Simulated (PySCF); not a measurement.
Dimethylformamide, C₃H₇NO.
SMILES with atom numbers: `[CH3:1][N:2]([CH3:3])[CH:4]=[O:5]` (hydrogens: H6, H7, H8 on C1; H9, H10, H11 on C3; H12 on C4)

Method used: PBE0-D3(BJ)/def2-SVP geometry optimisation, gas phase in PySCF.

Problem. Give the optimised bond lengths and angles.

Solution. 
```json
{"bond": "C1–N2, N2–C3", "length (pm)": "143.7"}
{"bond": "N2–C4", "length (pm)": "136.0"}
{"bond": "C4=O5", "length (pm)": "120.9"}
{"bond": "C1–H6 and 5 like bonds", "length (pm)": "110.2"}
{"bond": "C4–H12", "length (pm)": "111.8"}
```

Bonds in one row agree within 1 pm and their mean is given. A selection of angles:
```json
{"angle": "N2–C1–H6", "degrees": "109.7"}
{"angle": "N2–C1–H7", "degrees": "111.4"}
{"angle": "H6–C1–H7", "degrees": "108.1"}
{"angle": "C1–N2–C3", "degrees": "118.3"}
{"angle": "C1–N2–C4", "degrees": "121.9"}
{"angle": "C3–N2–C4", "degrees": "119.9"}
{"angle": "N2–C3–H9", "degrees": "107.9"}
{"angle": "H9–C3–H10", "degrees": "109.2"}
{"angle": "N2–C4–O5", "degrees": "125.6"}
{"angle": "N2–C4–H12", "degrees": "111.6"}
{"angle": "O5–C4–H12", "degrees": "122.8"}
```

Torsions: C1–N2–C4–O5 180° (antiperiplanar).

The 5 heavy atoms lie in one plane (0.001 Å rms). Of the pairs four or more bonds apart, O5···H9 is among the closest relative to their van der Waals radii: 2.31 Å, 85 % of the sum of Bondi's values. N2 (amide nitrogen) is planar (angles 121.9°, 119.9° and 118.3°, sum 360.0°, 0.00 Å off the plane of its three neighbours). The 3 C–N bonds span 1.360 Å (N2–C4, drawn single) to 1.439 Å (N2–C3, drawn single), a spread of 0.079 Å.

Point group: Cs (tolerance 0.08 Å). Not checked by PBE0-D3(BJ)/def2-SVP frequencies.
